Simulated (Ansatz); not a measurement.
# AlH2+ (triplet): B3LYP, wB97M-V, HSE06 over a scan of the scale of all distances, aug-cc-pVTZ

Aim: run AlH2+ (triplet) with these functionals over a scan of the scale of all distances, and hold them against the top wave-function level at the same points.

Method: aug-cc-pVTZ, all electrons in the functionals; program: Ansatz 0.2.0, Gaussian basis.

To be run: B3LYP, wB97M-V, HSE06, at 0.894; 1.000; 1.125; 1.318; 1.511; 1.755; 1.965; 2.414.

14 further runs of the same task are left out: 1 for a known fault of the program, 12 that didn't finish, 1 set aside as unsound or not needed.

## Step 1: The system

The geometry derives from a PBE0/def2-TZVP stationary point (not a proven minimum). All distances are scaled together.

3 atoms, charge 1, spin multiplicity 3.

Atoms are counted from 1 here; the program's logs count them from 0.

Bond lengths: Al1–H2 1.722 Å, Al1–H3 1.722 Å. Angles: H2–Al1–H3 63.0°.

No dispersion term is added; wB97M-V holds VV10 nonlocal correlation. B3LYP takes the VWN-RPA correlation. HSE06 is the plane-wave form.

The geometry shown and the zero of energy belong to the point 1.000. The yardstick, FCI, and other wave-function levels (R restricted, U unrestricted, valence and pair active spaces) come from earlier runs.

## Step 2: B3LYP, 0.894

in.yaml reads:

```yaml
crystal:
  periodic: [false, false, false]
  atoms:
    - {symbol: Al, position_ang: [0.000000, 0.000000, -0.091273]}
    - {symbol: H, position_ang: [0.000000, 0.804224, 1.221647]}
    - {symbol: H, position_ang: [0.000000, -0.804224, 1.221647]}
basis:
  gaussian: {orbitals: aug-cc-pVTZ}
total_charge: 1
magnetization: {spin_polarized: true, initial_magnetization: 2}
hamiltonian: {xc: {name: B3LYP}}
```

Command:

```bash
$ ansatz run in.yaml --threads 1 --pin off --events-out ev --progress --plain --max-ram 2393MiB
```

The runs that follow: B3LYP, 1.000; B3LYP, 1.125; B3LYP, 1.318; B3LYP, 1.511; B3LYP, 1.755; B3LYP, 1.965; B3LYP, 2.414; wB97M-V, 0.894; wB97M-V, 1.000; wB97M-V, 1.125; wB97M-V, 1.318; wB97M-V, 1.511; wB97M-V, 1.755; wB97M-V, 1.965; wB97M-V, 2.414; HSE06, 0.894; HSE06, 1.000; HSE06, 1.125; HSE06, 1.318; HSE06, 1.511; HSE06, 1.755; HSE06, 1.965; HSE06, 2.414.

Before running them: what should the planned runs give, taken together? Wanted: span of the FCI curve; largest miss, B3LYP; largest miss, wB97M-V; largest miss, HSE06.

As calculated:

| quantity | value |
| --- | --- |
| span of the FCI curve | 27.4 kcal/mol |
| largest miss, B3LYP | +3.4 kcal/mol (2.414) |
| largest miss, wB97M-V | -5.0 kcal/mol (2.414) |
| largest miss, HSE06 | +4.0 kcal/mol (2.414) |

**Reading.** Of the functionals, B3LYP keep the smallest largest miss at the points compared (at most 3.4 kcal/mol) and wB97M-V strays most (5.0 kcal/mol, at 2.414). Functionals and the yardstick converge differently with the basis, so part of each miss in aug-cc-pVTZ is the basis.
